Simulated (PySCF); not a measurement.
Delta-SCF ions had no search for a lower state. Excitations are Tamm–Dancoff values on a coarser integration grid. The basis has no diffuse functions, so Rydberg states are missing or too high.

**CH2O2, SMILES `O=CO` (O–C–O–H torsion 0°) (charge 0, multiplicity 1)**

Calculation: PBE0-D4/def2-TZVP in PySCF.

```yaml
HOMO: -8.55 eV
dipole_moment: 1.55 D
LUMO: -0.09 eV
HOMO–LUMO gap: 8.46 eV
S1 excitation (TDA): 5.97 eV
S1 oscillator strength: 0.002
brightest of the four lowest singlets (TDA): 9.30 eV
T1 excitation (TDA): 5.35 eV
S1–T1 gap (TDA): 0.62 eV
vertical ionisation energy (Delta-SCF): 11.33 eV
adiabatic ionisation energy (no zero-point term): 11.08 eV
hole reorganisation energy (four-point): 554 meV
total_energy: -5160.41 eV
cost: very roughly 27 core-seconds
```

```xyz
5

O     -0.5805     1.2029     0.5617
C     -0.4154     0.0206     0.5920
O      0.7674    -0.5928     0.5062
H     -1.2147    -0.7268     0.6947
H      1.4432     0.0961     0.4168
```
Charge 0, spin multiplicity 1.
